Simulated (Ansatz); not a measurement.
Cost and result for the atomization energy of C3H6O2 (`COC1CO1`) (11 atoms, 11 bonds).

```tsv
atom	x (Å)	y (Å)	z (Å)
C1	-0.610	-1.580	0.445
O2	-0.668	-0.172	0.560
C3	0.026	0.465	-0.427
C4	0.632	1.745	-0.126
O5	1.423	0.565	-0.277
H6	-1.237	-1.991	1.235
H7	-0.994	-1.912	-0.527
H8	0.415	-1.942	0.569
H9	-0.294	0.212	-1.440
H10	0.755	2.494	-0.904
H11	0.553	2.116	0.892
```

Total charge 0; spin multiplicity 1. The geometry is a stationary point of PBE0-D4/def2-TZVP. It is one conformer, not always the lowest. Program: Ansatz. All runs use 4 threads of an Arm Neoverse N1 on a shared host. Times are those of one run each, without the atoms' runs, and a repeat can differ threefold. Electronic energies, without spin–orbit coupling; frozen cores. CCSD(T)/CBS adds CCSD(T) − MP2 in def2-TZVPP to the MP2 limit, and its time is that of the two runs behind it. T1 = 0.012. B3LYP takes the VWN-RPA correlation (the form of Gaussian; ORCA's B3LYP/G).

CCSD(T)/CBS is a level of theory with its own doubt, some kJ/mol a heavy atom from the limit and from the frozen cores, so smaller differences don't rank the functionals.

```csv
level,functions,wall time,atomization (kJ/mol),difference from CCSD(T)/CBS,per bond
PBE-D4/def2-TZVPP (with forces),239,3.3 s,4502.8,146.8,13.3
PBE0-D4/def2-TZVPP,239,3.4 s,4388.3,32.3,2.9
B3LYP-D4/def2-TZVPP (with forces),239,5.5 s,4352.3,-3.7,-0.3
r2SCAN-D4/def2-TZVPP (with forces),239,6 s,4378.7,22.7,2.1
B2PLYP/def2-TZVPP,239,7 s,4314.3,-41.7,-3.8
ωB97X-V/def2-TZVPP,239,9.5 s,4373.4,17.4,1.6
ωB97M-V/def2-TZVPP (with forces),239,14 s,4374.6,18.6,1.7
MP2/def2-QZVPP,465,30 s,4409.5,53.5,4.9
CCSD(T)/def2-TZVPP,239,3.4 min,4243.6,-112.4,-10.2
CCSD(T)/CBS(def2),–,3.9 min,4356.0,0.0,0.0
```

In def2-TZVPP, CCSD(T) changes the Hartree–Fock value by +1193.9 kJ/mol (the triples alone add +75.2 kJ/mol) and MP2 by +1293.5 kJ/mol; breaking electron pairs costs correlation energy, which Hartree–Fock lacks. The D4 term adds +26.0 kJ/mol with B3LYP and +13.6 kJ/mol with PBE0; it sums over pairs of atoms, weighted by their polarisabilities, and B3LYP, whose exchange is more repulsive, gets the larger term. From PBE to PBE0 (25 % exact exchange), in def2-TZVPP and without D4, the atomization energy moves by −111.7 kJ/mol: exact exchange takes away binding that semilocal exchange gives to molecules.
